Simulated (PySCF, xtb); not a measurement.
**Isomers of B2H4Si in order of energy**

7 gas-phase structures of B2H4Si, found in a search over its isomers (lower ones may exist). Each was relaxed with GFN2-xTB:

A. a singlet given by its coordinates
B. `B[Si]B`, a triplet
C. `BB[SiH]`, a triplet
D. `B=[SiH]B`, a singlet
E. `B1B[SiH2]1`, a singlet
F. `B[Si]B`, a singlet
G. `BB[SiH]`, a singlet

A (Å):

```xyz
7

B    -0.2796   -0.0543    2.4199
B    -0.5139   -0.3550    3.9082
Si   -0.0036    0.3030    0.6370
H    -0.0837    0.3083    4.7878
H    -1.1454   -1.2776    4.2946
H     0.7582    1.4141    0.0409
H    -0.4928   -0.4557   -0.5272
```

Close contacts (Å): B1–B2 1.54, B1–Si3 1.84, B2–H4 1.18, B2–H5 1.18, Si3–H6 1.47, Si3–H7 1.47.

**Question.** Make a reasoned guess at their ranking by r2SCAN-D4/def2-SVP single-point energy.

**Answer.** Calculated order at r2SCAN-D4/def2-SVP: E (0.0), F (9.4), A (14.5), B (16.8), D (21.0), C (27.0), G (30.6) kcal/mol.

Energies above the lowest of each column, in kcal/mol; the last columns are at PBE0-D4/def2-SVP geometries and were run for some of them only (a dash: not run or not comparable):

```tsv
structure	GFN2-xTB	HF/STO-3G	r2SCAN-D4/def2-SVP	PBE0-D4/def2-SVP	CCSD(T)/def2-TZVP
E	14.7	15.6	0.0	0.0	0.0
F	0.0	0.3	9.4	11.8	14.0
A	17.5	16.4	14.5	15.9	15.8
B	–	0.0	16.8	19.2	–
D	33.9	21.9	21.0	–	–
C	–	2.6	27.0	–	–
G	17.8	33.4	30.6	–	–
```

CCSD(T)/def2-TZVP puts E lowest of those it was run on; GFN2-xTB picks F, HF/STO-3G picks B. Flexible structures stand in one conformer each, not always the lowest. Frequencies (GFN2-xTB) were run for A, E, F alone. GFN2-xTB has no spin polarisation and isn't compared across spin states. Open shells are spin-unrestricted. Large T1 diagnostics make some coupled-cluster values less sure.

Over these structures GFN2-xTB departs from r2SCAN-D4/def2-SVP by 10.2 kcal/mol on average once a common shift is removed. A GFN2-xTB relaxation took about 0.087 s and the r2SCAN-D4/def2-SVP energy about 4.8 s on a shared host (PySCF 2.14.0, xtb 6.7.1).
